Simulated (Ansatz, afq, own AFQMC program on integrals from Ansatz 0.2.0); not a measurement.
Integrals from Ansatz 0.2.0, then the random walk in our own AFQMC program (afq).

```yaml
crystal:
  periodic: [false, false, false]
  atoms:
    - {symbol: Ge, position_ang: [0.000000, 0.013176, 0.296556]}
    - {symbol: N, position_ang: [0.000000, -0.127734, -1.567079]}
    - {symbol: H, position_ang: [0.000000, 1.462996, 0.821916]}
    - {symbol: H, position_ang: [1.257753, -0.722789, 0.783980]}
    - {symbol: H, position_ang: [-1.257753, -0.722789, 0.783980]}
    - {symbol: H, position_ang: [0.000000, 0.808032, -1.985333]}
basis:
  gaussian: {orbitals: cc-pVDZ}
magnetization: {spin_polarized: true, initial_magnetization: 1}
correlation: {method: ccsd_t, electrons: outside_noble_gas, hamiltonian_folder: ham}
```

```sh
$ ansatz run in.yaml --threads 1 --pin off --events-out ev --progress --plain --max-ram 16896MiB --backend cuda --devices 0, --max-vram 18GiB
```

Options of the walk:

```
--method phaseless --trial hf --walkers 4000 --populations 20 --least-time 40 --time-step 0.005 --steps-per-block 20 --equilibration-blocks 112 --max-blocks 4000 --target-error 0.001050 --factor-cut 1e-05 --start spin_pure --seed 2087 --taylor-order 6
```

Times are imaginary, in 1/Eh. The walk had a cap of 93 s. With eight or more populations the least sampling time is a fifth of least-time, and the error comes from their spread. Filled inner d shells are frozen with the cores.

Log:

```
orbitals 46  electrons 7 6  factors 378 of 635
reference energy -2132.06092510 Eh
CCSD correlation -0.27589093 Eh in 11 cycles, weight of the determinant in the CISD state 0.8833
energy of the start -2132.061200 Eh
 block  time / (1/Eh)  mean weight  energy / Eh
     1     0.100  1.0012  -2132.126039
     2     0.200  1.0020  -2132.174183
     3     0.300  1.0019  -2132.208937
     4     0.400  1.0018  -2132.233426
     5     0.500  1.0016  -2132.255771
     8     0.800  1.0010  -2132.294403
    13     1.300  1.0003  -2132.322601
    25     2.500  0.9999  -2132.340374
    33     3.300  1.0000  -2132.351326
    37     3.700  0.9998  -2132.341588
    49     4.900  1.0004  -2132.347686
    61     6.100  1.0001  -2132.339858
    73     7.300  1.0002  -2132.340175
    85     8.500  1.0001  -2132.343434
    97     9.700  0.9999  -2132.344011
   109    10.900  1.0000  -2132.340415
   121    12.100  1.0002  -2132.339134
   133    13.300  1.0000  -2132.339907
   145    14.500  0.9999  -2132.346613
   157    15.700  1.0003  -2132.345694
   169    16.900  1.0002  -2132.348548
   181    18.100  0.9997  -2132.349166
   189    18.900  1.0002  -2132.348972
error from the spread of 20 populations
energy -2132.345208 +/- 0.000881 Eh
(rows thinned)
```

The run passed its tests (sampling time, drift between the halves within three errors, error under three times the target), which doesn't prove that it has relaxed. The second half of the sampling lies below the first by 2.8 errors of their difference, so the energy may still be moving and its error bar be too small.

Against this walk (error 24.0 meV) on the same determinant: CCSD(T) 63.1 meV higher, the released energy of a separate walk with a CISD trial 23.2 ± 24.2 meV higher (within the noise), a separate phaseless walk with a CISD trial and standard settings 27.7 ± 24.3 meV higher (within the noise). The error is statistical and leaves out the bias of the constraint.

Cautions: constraint bias not in the error; no relativity below Rb; no spin-orbit coupling; inner d shell frozen.

The walk took 19 s on 1 × NVIDIA H100 80GB HBM3 with 2 threads of AMD EPYC 7R13 Processor (Zen 3) (shared host) (the card was shared). The log's last line is the phaseless energy.

A walk keeps the symmetry of its determinant, which the program's search chose and which needn't be the lowest solution, so a lower state of the same spin and another symmetry isn't excluded.
